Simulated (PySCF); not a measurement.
Sulfur: a sound run and one with changed settings

Sound run: S [Ne] 3s2 3p4, S⁺ [Ne] 3s2 3p3. Calculation: PySCF 2.14, in x2c-SVPall; the spin-free X2C one-electron Hamiltonian (Gaussian nucleus). In the sound run the correlated levels freeze [Ne]. The sound run starts from symmetry-adapted Hartree-Fock orbitals and uses a fine grid where one is needed.

Changed run: all electrons correlated in a basis built for the valence shell.

```tsv
species	method	sound run (hartree)	changed run (hartree)	converged
S	MP2	-398.51699	-398.52536	yes
S	CCSD(T)	-398.53640	-398.54421	yes
S⁺	MP2	-398.16608	-398.17427	yes
S⁺	CCSD(T)	-398.18532	-398.19304	yes
```

Ionisation energy of S:

```json
{"method": "UHF", "sound run (eV)": "9.173", "changed run (eV)": "9.173"}
{"method": "MP2", "sound run (eV)": "9.549", "changed run (eV)": "9.554"}
{"method": "SCS-MP2", "sound run (eV)": "9.589", "changed run (eV)": "9.593"}
{"method": "CCSD", "sound run (eV)": "9.549", "changed run (eV)": "9.551"}
{"method": "CCSD(T)", "sound run (eV)": "9.553", "changed run (eV)": "9.556"}
```

A valence basis has no tight correlating functions, so it recovers only part of the core correlation, and not evenly between atom and ion.

For comparison, NIST gives 10.360 eV between the lowest levels.
